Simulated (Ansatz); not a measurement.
Input file for CH5N2+, SMILES `NC=[NH2+]`:

```yaml
crystal:
  periodic: [false, false, false]
  atoms:
    - {symbol: N, position_ang: [-0.527853, 0.788767, -0.685615]}
    - {symbol: C, position_ang: [-0.031957, 0.209335, 0.371852]}
    - {symbol: N, position_ang: [0.553234, -0.955628, 0.389295]}
    - {symbol: H, position_ang: [-0.499907, 0.372804, -1.606005]}
    - {symbol: H, position_ang: [-0.964208, 1.694423, -0.604491]}
    - {symbol: H, position_ang: [-0.112815, 0.740563, 1.315269]}
    - {symbol: H, position_ang: [0.908239, -1.326868, 1.257253]}
    - {symbol: H, position_ang: [0.675258, -1.523387, -0.437557]}
basis:
  gaussian: {orbitals: cc-pV(Q+d)Z}
total_charge: 1
correlation: {method: ccsd_t}
```

```sh
$ ansatz run in.yaml --threads 2 --pin off --events-out ev --progress --plain --max-ram 32768MiB --backend cuda --devices 0, --max-vram 18GiB
```

Output of Ansatz, abridged:

```
Functional definition: HF
1838 factors; integrals over basis functions are off by at most 1.1e-3 eV
mean field evaluation 1: about -4064.2578 eV, gradient 5.1e1 eV
mean field evaluation 2: about -4064.2586 eV, gradient 5.1e1 eV
mean field evaluation 4: about -4069.1749 eV, gradient 2.9e0 eV
mean field evaluation 8: about -4069.2031 eV, gradient 1.2e-4 eV
mean field -4069.20305543 eV, -149.5404540820 hartree, gradient 1.8e-6 eV, S^2 0.000000; 0 other end points of the search recorded, 0 dependent functions left out
3 core orbitals not correlated: weight in the atoms' cores, before any rotation towards them, 1.000 or more for the frozen orbitals, at most 0.000 for the correlated occupied ones
reference -4069.20305543 eV, -149.5404540820 hartree; 9, 9 occupied and 303, 303 virtual orbitals, 1838 factors
second order -16.47533636 eV of doubles, -0.00000000 eV of singles
cycle   1  -16.47585463 eV  change   -5.2e-4 eV  update   8.0e-2
cycle   2  -16.84074390 eV  change   -3.6e-1 eV  update   2.3e-2
cycle   3  -16.92758879 eV  change   -8.7e-2 eV  update   1.3e-2
cycle   4  -16.91320620 eV  change    1.4e-2 eV  update   3.6e-3
cycle   5  -16.91419718 eV  change   -9.9e-4 eV  update   1.6e-3
cycle   6  -16.91387093 eV  change    3.3e-4 eV  update   2.9e-4
cycle   7  -16.91364923 eV  change    2.2e-4 eV  update   7.4e-5
cycle   8  -16.91363323 eV  change    1.6e-5 eV  update   2.2e-5
perturbative correction -0.70212246 eV, -0.0258025243 hartree
Total energy: -4086.81881111 eV, -150.1878211629 hartree
```

Run time 18 s (2 threads of an AMD EPYC 7R13 on a shared host and a share of an NVIDIA H100 80 GB); peak host memory 1.5 GiB.

Correlation energy per correlated electron: -0.979 eV. T1 diagnostic: 0.0138.
